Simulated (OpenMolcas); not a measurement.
# quartet PO at 4 levels

We compute a comparison of 4 runs (UB3LYP/6-31G*, UM06-2X/cc-pVTZ, UM06-L/cc-pVTZ, USVWN5/cc-pVTZ) of quartet PO. 

The calculation is run with OpenMolcas 26.06.

1 further run of the same task is left out (set aside as unsound or not needed).

**1. The structure to begin with**

PO has 2 atoms, charge 0, and is taken as a quartet. SMILES of the parent species: `O=[P]`. Geometry: relaxed at PBE0-D4/def2-TZVP. That shape belongs to the parent species and isn't relaxed for this state.

Bond lengths: O1–P2 1.474 Å.

**2. The energy at UB3LYP/6-31G(d) (spherical functions) (run 1)**

File mol.input:

```
&GATEWAY
BasLib=$CurrDir
Coord
2
angstrom
O        0.000000       0.000000      -0.009450
P        0.000000       0.000000       1.464540
Basis=6-31Gs
Group=NoSym
&SEWARD
GridInput
Grid=UltraFine
End of Grid
&SCF
UHF
Spin=4
KSDFT=B3LYP
Thresholds=1e-10 1e-07 1e-07 1e-05
PrOrbitals=1 1
```

The basis set 6-31G* is read from a file made from the Basis Set Exchange's data (not shown).

Command:

```
$ export MOLCAS_MEM=1860
$ pymolcas mol.input > mol.log
```

The program printed:

```text
--- Start Module: gateway ---
[...]
--- Stop Module: gateway /rc=_RC_ALL_IS_WELL_ ---
--- Start Module: seward ---
[...]
      Basis functions           32
--- Stop Module: seward /rc=_RC_ALL_IS_WELL_ ---
--- Start Module: scf ---
[...]
       Convergence after  17 Iterations
[...]
::    Total KS-DFT energy                            -416.3658326406
[...]
      Total spin, S                                     1.5016256384
[...]
      Total electronic charge=   23.000000
      Total            charge=   -0.000000
[...]
      Dipole Moment (debye):
      Origin of the operator (angstrom)=    0.0000    0.0000    0.9626
                   X=  3.3428E-15               Y= -8.5791E-16               Z=  1.6005E+00           Total=  1.6005E+00
      Quadrupole Moment (debye*angstrom):
[...]
--- Stop Module: scf /rc=_RC_ALL_IS_WELL_ ---
[...]
```

Wall time 6.6 s (1 thread of Arm Neoverse V1, shared host); peak memory 0.37 GiB.

**3. A single-point energy at UM06-2X/cc-pVTZ (run 2)**

File mol.inp:

```
* OP Kohn-Sham DFT

&GATEWAY
 BasLib=$CurrDir
 BasisSet
 O.cc-pVTZ....
 O1 0.000000 0.000000 -0.009450 angstrom
 End of Basis
 BasisSet
 P.cc-pVTZ....
 P2 0.000000 0.000000 1.464540 angstrom
 End of Basis

&SEWARD
 GridInput
 Grid=UltraFine
 End of Grid

&SCF
 UHF
 Spin=4
 KSDFT=M062X
 Thresholds=1e-10 1e-07 1e-07 1e-05
 PrOrbitals=1 2
```

The basis set cc-pVTZ is read from a file made from the Basis Set Exchange's data (not shown).

Command:

```
$ export MOLCAS_MEM=1860
$ pymolcas mol.inp > mol.log
```

The program printed:

```text
--- Start Module: gateway ---
[...]
--- Stop Module: gateway /rc=_RC_ALL_IS_WELL_ ---
--- Start Module: seward ---
[...]
      Basis functions           64
--- Stop Module: seward /rc=_RC_ALL_IS_WELL_ ---
--- Start Module: scf ---
[...]
       Convergence after  19 Iterations
[...]
::    Total KS-DFT energy                            -416.3758425401
[...]
      Total spin, S                                     1.5033584240
[...]
      Total electronic charge=   23.000000
      Total            charge=   -0.000000
[...]
      Dipole Moment (debye):
      Origin of the operator (angstrom)=    0.0000    0.0000    0.9626
                   X=  7.4902E-17               Y=  7.0721E-16               Z=  2.0091E+00           Total=  2.0091E+00
      Quadrupole Moment (debye*angstrom):
[...]
--- Stop Module: scf /rc=_RC_ALL_IS_WELL_ ---
[...]
```

Run time: 21 s. Hardware: 1 thread of Arm Neoverse V1, shared host; peak memory 0.4 GiB.

Run 3 isn't shown in full; the table further down has it.

**4. The energy at USVWN5/cc-pVTZ (run 4)**

File calc.input:

```
&gateway
 baslib=$CurrDir
 coord
 2
 angstrom
 O        0.000000       0.000000      -0.009450
 P        0.000000       0.000000       1.464540
 basis=cc-pVTZ
 group=NoSym

&seward
 gridinput
 Grid=UltraFine
 End of Grid

&scf
 uhf
 spin=4
 ksdft=SVWN5
 thresholds=1e-10 1e-07 1e-07 1e-05
 prorbitals=1 2
```

The basis set cc-pVTZ is read from a file made from the Basis Set Exchange's data (not shown).

Command:

```
$ export MOLCAS_MEM=1860
$ pymolcas calc.input > calc.log
```

The program printed:

```text
--- Start Module: gateway ---
[...]
--- Stop Module: gateway /rc=_RC_ALL_IS_WELL_ ---
--- Start Module: seward ---
[...]
      Basis functions           64
--- Stop Module: seward /rc=_RC_ALL_IS_WELL_ ---
--- Start Module: scf ---
[...]
       Convergence after  20 Iterations
[...]
::    Total KS-DFT energy                            -414.6387260995
[...]
      Total spin, S                                     1.5008833474
[...]
      Total electronic charge=   23.000000
      Total            charge=   -0.000000
[...]
      Dipole Moment (debye):
      Origin of the operator (angstrom)=    0.0000    0.0000    0.9626
                   X=  1.0516E-14               Y=  2.8243E-15               Z=  1.4057E+00           Total=  1.4057E+00
      Quadrupole Moment (debye*angstrom):
[...]
--- Stop Module: scf /rc=_RC_ALL_IS_WELL_ ---
[...]
```

It took 9.3 s on 1 thread of Arm Neoverse V1, shared host; peak memory 0.4 GiB.

**5. All runs side by side**

```csv
run,level,energy (Eh),dipole moment (D),HOMO energy (eV),⟨S²⟩,wall time
1,UB3LYP/6-31G* (spherical functions),-416.365833,1.60,-5.75,3.757,6.6 s
2,UM06-2X/cc-pVTZ,-416.375843,2.01,-7.41,3.763,21 s
3,UM06-L/cc-pVTZ,-416.408348,1.42,-5.15,3.761,21 s
4,USVWN5/cc-pVTZ,-414.638726,1.41,-5.03,3.754,9.3 s
```

**6. What came out**

```
                                 quantity          value
                      run 4: total energy  -414.63873 Eh
                     run 4: dipole moment         1.41 D
run 4: HOMO energy (highest over α and β)       -5.03 eV
                              run 4: ⟨S²⟩          3.754
```

The dipole moment (its size) runs from 1.41 D (USVWN5/cc-pVTZ) to 2.01 D (UM06-2X/cc-pVTZ). Totals of different functionals can't be ranked against each other. All runs together took 57 s, the longest 21 s.
